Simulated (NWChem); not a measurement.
**[OF2]+ (SMILES F[O+]F): levels of theory compared**

We compute a comparison of 6 runs (UHF/STO-3G, UHF/3-21G, UHF/def2-SVP, UB3LYP/6-31G*, UM06-2X/6-311G**) of [OF2]+. 

Program for the calculation: NWChem 7.3.0.

1 further run of the same task is left out (set aside as unsound or not needed). Runs told in other sessions of the task aren't counted.

## Step 1: The system as given

[OF2]+: 3 atoms, total charge +1, spin state doublet. SMILES: `F[O+]F`. The coordinates come from a PBE0-D4/def2-TZVP relaxation.

Bond lengths: F1–O2 1.297 Å, O2–F3 1.297 Å. Angles: F1–O2–F3 108.0°.

## Step 2: Energy and forces at UHF/STO-3G (run 1)

mymol.nw

```
START mymol
TITLE "F2O hf"
memory stack 880 mb heap 220 mb global 1100 mb
charge 1
GEOMETRY noautosym nocenter noautoz
  F     0.920200   -0.309010    0.473410
  O     0.000640    0.505210    0.055670
  F    -0.920840   -0.196190   -0.529090
END
BASIS "ao basis" spherical bse
  F library STO-3G
  O library STO-3G
END
SCF
  doublet
  uhf
  thresh 1e-08
  maxiter 80
END
TASK scf gradient
```

Launch:

```sh
$ nwchem mymol.nw > mymol.out
```

What it wrote:

```text
[...]
  functions       =    15
[...]
  wavefunction    = UHF
[...]
         Total SCF energy =   -269.437019956321
      One electron energy =   -522.639110109212
      Two electron energy =    174.046793644016
 Nuclear repulsion energy =     79.155296508875
                       Sz =      0.5000
                 Sz(Sz+1) =      0.7500
                      S^2 =      0.7742
[...]
                         UHF ENERGY GRADIENTS
    atom               coordinates                        gradient
                 x          y          z           x          y          z
   1 F       1.738926  -0.583944   0.894615   -0.065141   0.055684  -0.029811
   2 O       0.001209   0.954708   0.105201   -0.000138  -0.103382  -0.011396
   3 F      -1.740135  -0.370745  -0.999835    0.065279   0.047698   0.041207
[...]
```

Run time: 1.4 s. Hardware: 1 thread of Intel Xeon Platinum 8259CL at 2.50GHz (Skylake/Cascade Lake), shared host; peak memory 0.099 GiB.

## Step 3: Energy and forces at UHF/3-21G (run 2)

nw.nw

```
start nw
memory 2200 mb
charge 1

geometry noautosym nocenter noautoz
   F      0.920200    -0.309010     0.473410
   O      0.000640     0.505210     0.055670
   F     -0.920840    -0.196190    -0.529090
end

basis spherical bse
   F library 3-21G
   O library 3-21G
end

scf
   doublet
   uhf
   thresh 1e-08
   maxiter 80
   print low
end

task scf gradient
```

Launch:

```sh
$ nwchem nw.nw > nw.out
```

What it wrote:

```text
[...]
  functions       =    27
[...]
  wavefunction    = UHF
[...]
         Total SCF energy =   -271.505450033073
      One electron energy =   -524.632261569865
      Two electron energy =    173.971515027917
 Nuclear repulsion energy =     79.155296508875
                       Sz =      0.5000
                 Sz(Sz+1) =      0.7500
                      S^2 =      0.8082
[...]
                         UHF ENERGY GRADIENTS
    atom               coordinates                        gradient
                 x          y          z           x          y          z
   1 F       1.738926  -0.583944   0.894615   -0.093551   0.081271  -0.042670
   2 O       0.001209   0.954708   0.105201   -0.000196  -0.151067  -0.016650
   3 F      -1.740135  -0.370745  -0.999835    0.093747   0.069797   0.059320
 Task  times  cpu:        1.0s     wall:        1.0s
 Total times  cpu:        1.1s     wall:        1.1s
```

It took 1.7 s on 1 thread of Intel Xeon Platinum 8259CL at 2.50GHz (Skylake/Cascade Lake), shared host; peak memory 0.1 GiB.

Runs 3 to 5 aren't shown in full; the table further down has their settings and results.

## Step 4: Energy and gradient at UM06-2X/6-311G(d,p) (run 6)

job.xyz

```xyz
3
F2O M06-2X
F      0.920200    -0.309010     0.473410
O      0.000640     0.505210     0.055670
F     -0.920840    -0.196190    -0.529090
```

run.py

```python
from ase.io import read
from ase.calculators.nwchem import NWChem

atoms = read('job.xyz')

calc = NWChem(
    label='job',
    theory='dft',
    memory='2200 mb',
    basis='6-311G**',
    basispar='spherical bse',
    charge=1,
    dft={'xc': 'm06-2x', 'mult': '2', 'grid': 'xfine', 'convergence': 'energy 1e-08', 'iterations': '100', 'mulliken': None},
)
atoms.calc = calc

forces = atoms.get_forces()
print("Total energy (eV):", round(atoms.get_potential_energy(), 6))
print("forces (eV/A):")
for s, f in zip(atoms.symbols, forces):
    print(f"{s:2s} {f[0]:10.5f} {f[1]:10.5f} {f[2]:10.5f}")
```

Launch:

```sh
$ export ASE_NWCHEM_COMMAND="nwchem PREFIX.nwi > PREFIX.nwo"
$ python run.py
```

What it wrote:

```text
Total energy (eV): -7459.643924
forces (eV/A):
F    -0.25629    0.15164   -0.12465
O    -0.00015   -0.27166   -0.02982
F     0.25639    0.12007    0.15447
```

The calculator wrote job.nwi:

```
title "job"

permanent_dir job

scratch_dir job

start job

geometry units angstrom nocenter noautosym noautoz
  F  9.2020000000000002e-01 -3.0901000000000001e-01 4.7341000000000000e-01
  O  6.4000000000000005e-04 5.0521000000000005e-01 5.5669999999999997e-02
  F  -9.2083999999999999e-01 -1.9619000000000000e-01 -5.2908999999999995e-01
end

charge 1

memory 2200 mb

basis spherical bse noprint
   * library 6-311G**
end

dft
  xc m06-2x
  mult 2
  grid xfine
  convergence energy 1e-08
  iterations 100
  mulliken
end

task dft gradient
```

job.nwo:

```text
Northwest Computational Chemistry Package (NWChem) 7.3.0
             --------------------------------------------------------

           Job information
           ---------------

    nwchem branch   = 7.3.0
    use scalapack   = T
    input           = job.nwi
    prefix          = job.
    data base       = job/job.db
    status          = startup
    nproc           =        1

           Memory information
           ------------------

[... 5 lines left out ...]
    hardfail = no
[... 102 lines left out ...]
          Convergence on energy requested:  1.00D-08
[... 26 lines left out ...]
          total energy or number of iterations.
[... 94 lines left out ...]
      One electron energy =     -527.488564728759
[... 887 lines left out ...]
          Convergence on energy requested:  1.00D-08
[... 26 lines left out ...]
          total energy or number of iterations.
[... 34 lines left out ...]
                 ----------------------------------------
                 |  Time  |  1-e(secs)   |  2-e(secs)   |
                 ----------------------------------------
                 |  CPU   |       0.00   |       0.67   |
                 ----------------------------------------
                 |  WALL  |       0.00   |       0.67   |
                 ----------------------------------------

 Task  times  cpu:       24.3s     wall:       24.3s
 Total times  cpu:       24.3s     wall:       24.3s
```

Run time: 26 s. Hardware: 1 thread of Intel Xeon Platinum 8259CL at 2.50GHz (Skylake/Cascade Lake), shared host; peak memory 0.12 GiB.

## Step 5: The series

| run | level | Cartesian functions | iteration cap | energy (Eh) | HOMO energy (eV) | LUMO energy (eV) | ⟨S²⟩ | wall time |
| --- | --- | --- | --- | --- | --- | --- | --- | --- |
| 1 | UHF/STO-3G | no | 80 | -269.437020 | -25.70 | -7.91 | 0.774 | 1.4 s |
| 2 | UHF/3-21G | no | 80 | -271.505450 | – | – | 0.808 | 1.7 s |
| 3 | UHF/def2-SVP | no | 80 | -272.755298 | -28.63 | -10.06 | 0.790 | 5.4 s |
| 4 | UB3LYP/6-31G* (Cartesian functions) | yes | 100 | -274.179403 | – | – | 0.753 | 15 s |
| 5 | UB3LYP/6-31G* (spherical functions) | no | 100 | -274.174850 | -20.96 | -16.35 | 0.753 | 13 s |
| 6 | UM06-2X/6-311G** | no | 100 | -274.136860 | -24.06 | -15.20 | 0.755 | 26 s |

## Step 6: What came out

```
                                 quantity          value
                      run 6: total energy  -274.13686 Eh
run 6: HOMO energy (highest over α and β)      -24.06 eV
 run 6: LUMO energy (lowest over α and β)      -15.20 eV
                              run 6: ⟨S²⟩          0.755
          run 6: largest force on an atom     0.323 eV/Å
```

In words: Totals of different functionals can't be ranked against each other. In run 1 the basis is minimal, so the values are rough. All runs together took 62 s, the longest 26 s.
